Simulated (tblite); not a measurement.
**CH7Si2 (SMILES C[SiH2][SiH2]) at GFN2-xTB**

We compute the harmonic vibrations of CH7Si2. Input form: a Python script.

The calculation is run with tblite 0.8.0.

19 further runs of the same task are left out: 19 set aside as unsound or not needed.

### 1 The molecule

The species is CH7Si2 (10 atoms), meant as a doublet with charge 0. SMILES: `C[SiH2][SiH2]`. The shape was relaxed beforehand at GFN2-xTB. This is one conformer, not always the lowest.

Bond lengths: C1–Si2 1.901 Å, Si2–Si3 2.275 Å, C1–H4 1.086 Å, C1–H5 1.086 Å, C1–H6 1.086 Å, Si2–H7 1.477 Å, Si2–H8 1.473 Å, Si3–H9 1.462 Å, Si3–H10 1.463 Å. Some angles: C1–Si2–Si3 108.4°, C1–Si2–H7 106.3°, C1–Si2–H8 108.2°, Si3–Si2–H7 118.3°, Si3–Si2–H8 109.7°, Si2–C1–H4 111.2°, Si2–C1–H5 111.4°, Si2–C1–H6 111.4°, Si2–Si3–H9 121.2°, Si2–Si3–H10 121.9°.

### 2 The harmonic vibrations at GFN2-xTB

Contents of start.xyz:

```xyz
10
start geometry
C     -0.972894     0.742564    -0.937187
Si    -0.227147    -0.765447    -0.051775
Si     1.345311    -0.028888     1.418662
H     -1.765522     0.445197    -1.617515
H     -0.223604     1.271308    -1.519540
H     -1.396703     1.448588    -0.228932
H      0.190293    -1.704248    -1.112883
H     -1.308284    -1.450937     0.677516
H      2.034481    -0.954743     2.316370
H      2.324050     0.996617     1.055274
```

Contents of run.py:

```python
import json
import numpy as np
from tblite.interface import Calculator
from tblite.interface import symbols_to_numbers
from ase.data import atomic_masses

symbols = list(map(str, np.loadtxt("start.xyz", skiprows=2, usecols=0, dtype=str, ndmin=1)))
numbers = np.array(symbols_to_numbers(symbols))
positions = np.loadtxt("start.xyz", skiprows=2, usecols=(1, 2, 3), ndmin=2) / 0.5291772

calc = Calculator("GFN2-xTB", numbers, positions, charge=0, uhf=1)
calc.set("verbosity", 0)
calc.set("accuracy", 0.01)
calc.add("spin-polarization", 1.0)
res = calc.singlepoint()
h = 0.005  # bohr
n = positions.size
H, D = np.zeros((n, n)), np.zeros((n, 3))
for a in range(n):
    g, d = [], []
    for sign in (1, -1):
        x = positions.ravel().copy()
        x[a] += sign * h
        calc.update(x.reshape(-1, 3))
        y = calc.singlepoint()
        g.append(y.get('gradient').ravel())
        d.append(y.get('dipole'))
    H[a], D[a] = (g[0] - g[1]) / (2 * h), (d[0] - d[1]) / (2 * h)
mass = np.repeat(atomic_masses[numbers], 3)
H = (H + H.T) / 2 / np.sqrt(np.outer(mass, mass))
# project out translations and rotations
com = positions - atomic_masses[numbers] @ positions / atomic_masses[numbers].sum()
T = [np.tile(v, len(numbers)) for v in np.eye(3)] + [np.cross(com, v).ravel() for v in np.eye(3)]
U, sv, _ = np.linalg.svd((np.array(T) * np.sqrt(mass)).T)
Q = U[:, (sv > 1e-3 * sv.max()).sum():]
w, V = np.linalg.eigh(Q.T @ H @ Q)
freq = np.sign(w) * np.sqrt(np.abs(w)) * 5140.487
inten = (((Q @ V).T / np.sqrt(mass)) @ D) ** 2
inten = inten.sum(axis=1) * 974.88
print(f"E = {res.get('energy'):.8f} Eh, max gradient {np.abs(res.get('gradient')).max():.2e} Eh/bohr")
print("mode   frequency/cm^-1   IR/(km/mol)")
for i, (v, s) in enumerate(zip(freq, inten), 1):
    print(f"{i:4d} {v:14.2f} {s:14.3f}")
zpe = freq[freq > 0].sum() / 2 / 219474.63
print(f"imaginary modes: {(freq < -10).sum()}, zero-point energy {zpe:.6f} Eh = {zpe * 27.211386:.4f} eV")
out = {k: np.asarray(res.get(k)).tolist() for k in ("energy", "gradient", "charges", "dipole", "orbital-energies", "orbital-occupations")}
out.update(symbols=symbols, positions=(positions * 0.529177210903).tolist(), frequencies=freq.tolist(), intensities=inten.tolist(), zpe=zpe)
json.dump(out, open("results.json", "w"))
```

Command:

```console
$ python run.py
```

**Question.** What will come out? Wanted: total energy; dipole moment; HOMO energy; LUMO energy; largest force on an atom; lowest harmonic wavenumber; highest harmonic wavenumber; zero-point energy.

Answer, from the run:

Level: GFN2-xTB.

| quantity | value |
| --- | --- |
| total energy | -9.10041 Eh |
| dipole moment | 0.32 D |
| HOMO energy (as the program lists it) | -7.87 eV |
| LUMO energy (as the program lists it) | -5.49 eV |
| largest force on an atom | 0.001 eV/Å |
| lowest harmonic wavenumber | 91 cm⁻¹ |
| highest harmonic wavenumber | 3040 cm⁻¹ |
| zero-point energy | 176.6 kJ/mol |

**Reading.** All 24 modes are real, so the shape is a minimum at this level.
